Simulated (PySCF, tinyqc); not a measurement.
RHF in the sto-6g basis, for H2O, spin multiplicity 1, step by step. The lowest restricted solution is unstable here: a spin-polarised one lies 0.0012 hartree lower (PySCF). One step of it, computed by the program tinyqc.

Problem. Orthogonalisation. S = U s U^T; symmetric (Loewdin) form X = U s^(-1/2) U^T, so that X^T S X = 1.

overlap S:
```
           1O 1s     1O 2s    1O 2px     1O 2py    1O 2pz     2H 1s      3H 1s
1O 1s   1.000000  0.231145  0.000000   0.000000  0.000000  0.029785   0.025123
1O 2s   0.231145  1.000000  0.000000   0.000000  0.000000  0.319457   0.283692
1O 2px  0.000000  0.000000  1.000000   0.000000  0.000000  0.000000   0.000000
1O 2py  0.000000  0.000000  0.000000   1.000000  0.000000  0.241832  -0.219328
1O 2pz  0.000000  0.000000  0.000000   0.000000  1.000000  0.163522   0.148255
2H 1s   0.029785  0.319457  0.000000   0.241832  0.163522  1.000000   0.103133
3H 1s   0.025123  0.283692  0.000000  -0.219328  0.148255  0.103133   1.000000
```

Give: eigenvalues of S; X.

Solution.

eigenvalues of S: 0.525  0.623  0.897  1.000  1.092  1.277  1.586

X:
```
         1O 1s   1O 2s  1O 2px  1O 2py  1O 2pz   2H 1s   3H 1s
1O 1s    1.022  -0.128   0.000  -0.001  -0.004   0.015   0.014
1O 2s   -0.128   1.099   0.000   0.008   0.040  -0.179  -0.153
1O 2px   0.000   0.000   1.000   0.000   0.000   0.000   0.000
1O 2py  -0.001   0.008   0.000   1.048   0.004  -0.143   0.128
1O 2pz  -0.004   0.040   0.000   0.004   1.020  -0.090  -0.078
2H 1s    0.015  -0.179   0.000  -0.143  -0.090   1.084  -0.034
3H 1s    0.014  -0.153   0.000   0.128  -0.078  -0.034   1.065
```
